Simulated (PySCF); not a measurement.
Compound: C5H6O.
Structure used (PBE0-D3(BJ)/def2-SVP), in Å, numbered top down from 1:
```xyz
12
C5H6O angstrom
C      3.145    0.550    0.666
C      1.960    0.399    0.443
C      0.571    0.239    0.202
C      0.107   -0.594   -0.755
O     -1.165   -0.829   -1.075
C     -2.165   -0.152   -0.359
H      4.193    0.677    0.862
H     -0.115    0.820    0.825
H      0.789   -1.176   -1.381
H     -3.128   -0.481   -0.768
H     -2.122   -0.397    0.716
H     -2.072    0.942   -0.478
```

The closed-shell ground state was solved at several levels (PySCF, density fitting, gas phase, non-relativistic).

```json
{"level": "PBE0/pcSseg-1", "basis functions": "132", "total energy (Eh)": "-268.9115", "HOMO (eV)": "-6.35", "LUMO (eV)": "-0.29", "gap (eV)": "6.06", "dipole (D)": "1.79"}
{"level": "B3LYP/pcJ-1", "basis functions": "222", "total energy (Eh)": "-269.2799", "HOMO (eV)": "-6.12", "LUMO (eV)": "-0.49", "gap (eV)": "5.63", "dipole (D)": "1.78"}
{"level": "wB97X-D/def2-SVPD", "basis functions": "171", "total energy (Eh)": "-268.9799", "HOMO (eV)": "-8.15", "LUMO (eV)": "1.38", "gap (eV)": "9.53", "dipole (D)": "1.70"}
```

Question: What might KT3/pcSseg-2 (300 basis functions) give for the same quantities?

Answer: Total energy -273.5486 Eh, HOMO -5.32 eV, LUMO -1.25 eV, gap 4.07 eV, dipole 1.82 D.

Question: Over all these levels, which gives the widest orbital gap and which the narrowest?

Answer: wB97X-D/def2-SVPD (range-separated hybrid) has the widest, 9.53 eV, and KT3/pcSseg-2 (GGA) the narrowest, 4.07 eV. Functional and basis both differ between the two, so the spread mixes both effects.

Question: How far do the dipole and the HOMO energy spread over the levels?

Answer: The dipole runs from 1.70 to 1.82 D (mean 1.77 D) and the HOMO from -8.15 to -5.32 eV.

One conformer stands for the species.

Note: wB97X-D ran without an empirical dispersion term, which enters the total energy and its gradient alone.
